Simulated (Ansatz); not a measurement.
A nudged elastic band was laid between two geometries of H6Si2 (8 atoms, charge 0, multiplicity 1).

Theory: Ansatz 0.2.0, RKS PBE0-D4/6-31G*.

```
movable images  : 5
climbing image  : yes
spring          : 5.0 eV/Å²
optimiser       : quadratic models (default)
start path      : through a guess of the saddle point
force threshold : 0.05 eV/Å
iteration limit : 60
end points      : relaxed
```

Image 0:

```xyz
8
Properties=species:S:1:pos:R:3
Si 0.087 -0.029 0.339
H -0.347 -0.398 1.716
Si 2.421 0.031 0.231
H 2.986 -1.311 0.551
H 2.886 0.425 -1.129
H 2.958 1.014 1.215
H -0.492 1.303 0.003
H -0.461 -1.035 -0.614
```

Image 6:

```xyz
8
Properties=species:S:1:pos:R:3
Si 0.088 -0.027 0.343
H -0.408 0.929 1.374
Si 2.422 0.027 0.234
H 2.920 -0.957 -0.769
H 2.894 1.385 -0.161
H 3.014 -0.311 1.560
H -0.506 0.348 -0.972
H -0.387 -1.394 0.702
```

**Question.** What changes between the two ends?

**Answer.** No bond is made or broken.  The two ends are copies of one structure, up to a mirror image or an exchange of like atoms.

**Question.** Give the energies along the band, and the barrier.

**Answer.** The run converged. The highest image is number 3 of 0 to 6, 4.0 kJ/mol above the ends, which have the same energy within 2 meV. A vibrational analysis at the climbing image gives one clearly imaginary mode, 125i cm⁻¹: a first-order saddle point.

```
image  path coordinate (Å)  energy (kJ/mol)
    0                 0.00              0.0
    1                 0.57              1.0
    2                 1.14              3.0
    3                 1.72              4.0
    4                 2.31              3.1
    5                 2.90              1.1
    6                 3.50              0.0
```

**Question.** What is the geometry of the highest image?

**Answer.** 
```xyz
8
Properties=species:S:1:pos:R:3
Si 0.080 -0.006 0.342
H -0.386 0.331 1.717
Si 2.427 0.006 0.236
H 2.944 -1.341 -0.139
H 2.904 0.988 -0.779
H 3.012 0.379 1.556
H -0.491 0.994 -0.605
H -0.454 -1.351 -0.017
```

**Question.** What are the harmonic wavenumbers there?

**Answer.** 125i, 418, 419, 443, 617, 617, 841, 921, 940, 941, 943, 943, 2241, 2251, 2254, 2255, 2263, 2264 cm⁻¹.

Time of the run: 74 s on 1 thread of Arm Neoverse V2, on a shared host, peak memory 0.099 GiB.
